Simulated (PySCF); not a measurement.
# C5H12O: the cost of one run

Programs: PySCF 2.14.0, with density-fitted response routines of our own. Each step states its level of theory. These are calculated values for one molecule in the gas phase, unless marked as measured. Atoms are numbered from 0 throughout.

## (1) The molecule as given

18 atoms, charge 0, multiplicity 1; geometry from: MMFF94s. The atoms were then displaced at random by about 0.03 Å, so the start is not that level's minimum.

Bonds of the start (Å): C0–C1 1.62, C1–C2 1.55, C2–C3 1.39, C3–C4 1.62, C4–O5 1.43, C0–H6 1.03, C0–H7 1.07, C0–H8 1.10, C1–H9 1.11, C1–H10 1.06, C2–H11 1.14, C2–H12 1.06, C3–H13 1.07, C3–H14 1.09, C4–H15 1.02, C4–H16 1.12, O5–H17 0.99.

## (2) Relaxing the molecule at PBE0-D3(BJ)/def2-SVP

Job settings and geometry (Å):

```
{"job": {"xc": "PBE0", "basis": "def2-SVP", "d3": "d3bj", "grid": 1, "shake": 0.03, "kind": "geom"}, "charge": 0, "multiplicity": 1}
C      2.790520     0.082530     0.425350
C      1.395560     0.607980    -0.197030
C      0.196960    -0.298880     0.192690
C     -0.963240     0.182460    -0.399950
C     -2.227410    -0.750120    -0.017480
O     -3.434730    -0.256900    -0.592950
H      3.007520    -0.859640     0.081510
H      2.728040     0.177020     1.491300
H      3.535790     0.842690     0.165330
H      1.200770     1.641010     0.165070
H      1.477710     0.630820    -1.256330
H      0.190040    -0.306880     1.332150
H      0.383490    -1.287700    -0.134360
H     -1.039310     0.211810    -1.462670
H     -1.293440     1.172510    -0.076370
H     -2.046760    -1.714850    -0.299460
H     -2.349600    -0.709450     1.094150
H     -3.608230     0.652510    -0.253190
```

Launch:

```bash
OMP_NUM_THREADS=1 python probes_run.py task.json out
```

This one command runs all jobs of the session in turn.

Q: Estimate the wall time and peak memory of this first job on 1 thread of Intel Xeon 6975P-C, shared host.

About 44 s, with a peak of 0.62 GiB.
